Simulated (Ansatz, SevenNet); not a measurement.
For Cu₂ZnSnS₄ (I-4, No. 82), the machine-learned potential SevenNet-l3i5 (trained on PBE and PBE+U data) gives:

| Quantity | Value |
|---|---|
| equilibrium lattice constant a | 5.463 Å |
| lattice parameter c | 10.929 Å |

Question: What does r²SCAN+rVV10 (Ansatz, an electronic-structure program, PAW) give for the same quantities?

Answer: 
- lattice constant a: 5.391 Å (decreases by 1.3 %)
- lattice parameter c: 10.779 Å (decreases by 1.4 %)

Changes are worked out from the printed values.

Unless a cell is named, each level is at its own relaxed cell (SevenNet-l3i5 20.39, r²SCAN+rVV10 19.58 Å³/atom).

Ansatz's density-functional and Hartree–Fock values are scalar-relativistic unless marked +SOC, with PAW data made under PBE.
